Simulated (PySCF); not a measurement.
Species, as SMILES: C#C (C2H2).
Geometry (B3LYP-D3(BJ)/def2-TZVP, fixed):
```xyz
4

C      0.0000     0.0000    -0.5984
C      0.0000     0.0000     0.5984
H      0.0000     0.0000     1.6611
H      0.0000     0.0000    -1.6611
```
Charge 0, spin multiplicity 1.

Basis-set convergence of the isotropic shielding of C1 at PBE0 with PySCF. GIAO, no density fitting; atoms are numbered in the order shown. All functions are spherical. No added dispersion term, no relativity. Reference: the value in pcseg-3, 109.08 ppm, itself unsure by roughly 0.32 ppm (its distance from pcSseg-2). Deviations are taken from unrounded values.

```csv
basis,functions,isotropic shielding of C1 (ppm)
6-31G*,32,130.77
6-31+G*,40,131.01
cc-pVDZ,38,128.96
aug-cc-pVDZ,64,129.28
def2-SVP,38,126.17
def2-SVPD,56,127.43
pcseg-1,38,124.21
aug-pcseg-1,64,125.90
6-311G**,48,114.91
6-311+G**,56,113.97
def2-TZVP,74,114.19
def2-TZVPD,92,114.24
cc-pVTZ,88,114.87
aug-cc-pVTZ,138,114.72
pcseg-2,88,110.95
aug-pcseg-2,138,110.63
def2-TZVPP,90,113.82
def2-TZVPPD,108,113.72
def2-QZVPP,174,111.17
def2-QZVPPD,192,110.90
```

What the diffuse functions change, pair by pair:
- 6-31G* to 6-31+G*: 8 more functions, deviation 21.69 to 21.92 ppm
- cc-pVDZ to aug-cc-pVDZ: 26 more functions, deviation 19.88 to 20.20 ppm
- def2-SVP to def2-SVPD: 18 more functions, deviation 17.09 to 18.35 ppm
- pcseg-1 to aug-pcseg-1: 26 more functions, deviation 15.13 to 16.82 ppm
- 6-311G** to 6-311+G**: 8 more functions, deviation 5.83 to 4.89 ppm
- def2-TZVP to def2-TZVPD: 18 more functions, deviation 5.11 to 5.16 ppm
- cc-pVTZ to aug-cc-pVTZ: 50 more functions, deviation 5.79 to 5.64 ppm
- pcseg-2 to aug-pcseg-2: 50 more functions, deviation 1.87 to 1.55 ppm
- def2-TZVPP to def2-TZVPPD: 18 more functions, deviation 4.74 to 4.64 ppm
- def2-QZVPP to def2-QZVPPD: 18 more functions, deviation 2.09 to 1.82 ppm

They bring the value nearer the reference by more than 0.32 ppm in 2 of 10 pairs.
